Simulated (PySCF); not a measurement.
Species, as SMILES: Cl (HCl).
Geometry (B3LYP-D3(BJ)/def2-TZVP, fixed):
```
Cl
H 1 1.2820
```
Charge 0, spin multiplicity 1.

Basis-set convergence of the mean static polarisability at PBE0 with PySCF. All functions are spherical. Density fitting with generated auxiliary sets. No added dispersion term, no relativity. Reference: the value in aug-cc-pV(5+d)Z, 17.68 bohr³, itself unsure by roughly 0.4 % (its mean distance from aug-pcseg-3, aug-cc-pV(Q+d)Z, aug-pcseg-2). Deviations are taken from unrounded values.

| basis | functions |
|---|---|
| 6-31G** | 23 |
| def2-SVP | 23 |
| 6-311G** | 32 |
| aug-cc-pV(D+d)Z | 41 |
| def2-TZVP | 43 |
| def2-TZVPP | 56 |
| jun-cc-pV(T+d)Z | 62 |
| aug-cc-pV(T+d)Z | 78 |
| def2-QZVPP | 100 |
| aug-cc-pV(Q+d)Z | 135 |
| aug-cc-pV(5+d)Z | 216 |

Question: Which is the smallest set listed that can be trusted to 5 % here, that is, within that of the reference together with its larger relatives (same family, alike in diffuse functions; a set with none to test it counts only in the reference's own line)?

Answer: The smallest set listed that lies within 5 % of the reference with all its larger relatives (same family, alike in diffuse functions; a set with none counts only in the reference's own line) is jun-cc-pV(T+d)Z (62 functions, -2.7 % off). Value minus reference over the reference: 6-31G** -51.6, def2-SVP -52.8, 6-311G** -49.7, aug-cc-pV(D+d)Z -8.1, def2-TZVP -34.5, def2-TZVPP -32.5, jun-cc-pV(T+d)Z -2.7, aug-cc-pV(T+d)Z -1.9, def2-QZVPP -16.3, aug-cc-pV(Q+d)Z -0.2, aug-cc-pV(5+d)Z 0.0 %.
